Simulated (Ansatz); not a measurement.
## Ansatz (development build ahead of 0.2.0) run

```yaml
crystal:
  periodic: [false, false, false]
  atoms:
    - { symbol: C, position_ang: [1.19942, 0.0, 0.0] }
    - { symbol: C, position_ang: [0.37064, 1.14071, 0.0] }
    - { symbol: C, position_ang: [-0.97035, 0.705, 0.0] }
    - { symbol: C, position_ang: [-0.97035, -0.705, 0.0] }
    - { symbol: C, position_ang: [0.37064, -1.14071, 0.0] }
    - { symbol: H, position_ang: [2.28442, 0.0, 0.0] }
    - { symbol: H, position_ang: [0.70592, 2.17261, 0.0] }
    - { symbol: H, position_ang: [-1.84813, 1.34275, 0.0] }
    - { symbol: H, position_ang: [-1.84813, -1.34275, 0.0] }
    - { symbol: H, position_ang: [0.70592, -2.17261, 0.0] }
basis:
  gaussian: { orbitals: def2-TZVP }
magnetization:
  spin_polarized: true
  initial_magnetization: 1
hamiltonian:
  xc: hf
```

The input is written out in the form of the current development build from the run's settings.

Output:

```json
{
 "Converged": "yes",
 "Total energy": "-192.25328 hartree",
 "Spin squared of the determinant": "1.001",
 "Stability test": "minimum"
}
```

Caution: the unrestricted determinant is spin contaminated.
